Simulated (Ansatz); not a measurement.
Reaction (SMILES): P#P (P2) → 2 P atom
B3LYP-D3(BJ)/def2-TZVP geometries, fixed; electronic energies without zero-point terms.
Largest species:
```xyz
2

P      0.0000     0.0000    -0.9447
P      0.0000     0.0000     0.9447
```
Charge 0, spin multiplicity 1.

Basis-set convergence of the atomisation energy at PBE with Ansatz (an electronic-structure program). All functions are spherical. The program fits the integrals of some runs and decomposes those of others, by size. Open shells are unrestricted. No added dispersion term, no relativity. Functions are those of the species that has most. Reference: the value in aug-cc-pV(5+d)Z, 121.74 kcal/mol, itself unsure by roughly 0.03 kcal/mol (its mean distance from pcseg-4, aug-pcseg-3, aug-cc-pV(Q+d)Z). Deviations are taken from unrounded values.

```csv
basis,functions
cc-pV(D+d)Z,46
aug-cc-pV(D+d)Z,64
cc-pV(T+d)Z,78
jun-cc-pV(T+d)Z,96
aug-cc-pV(T+d)Z,110
cc-pV(Q+d)Z,128
aug-cc-pV(Q+d)Z,178
cc-pV(5+d)Z,200
aug-cc-pV(5+d)Z,272
```

**Question.** Which is the smallest correlation-consistent set listed that can be trusted to 1 kcal/mol here, that is, within that of the reference together with its larger relatives (same family, alike in diffuse functions; a set with none to test it counts only in the reference's own line)?

**Answer.** The smallest set listed that lies within 1 kcal/mol of the reference with all its larger relatives (same family, alike in diffuse functions; a set with none counts only in the reference's own line) is cc-pV(T+d)Z (78 functions, -0.19 kcal/mol off). Value minus reference: cc-pV(D+d)Z -2.37, aug-cc-pV(D+d)Z -2.56, cc-pV(T+d)Z -0.19, jun-cc-pV(T+d)Z -0.27, aug-cc-pV(T+d)Z -0.21, cc-pV(Q+d)Z -0.10, aug-cc-pV(Q+d)Z -0.07, cc-pV(5+d)Z -0.03, aug-cc-pV(5+d)Z 0.00 kcal/mol.
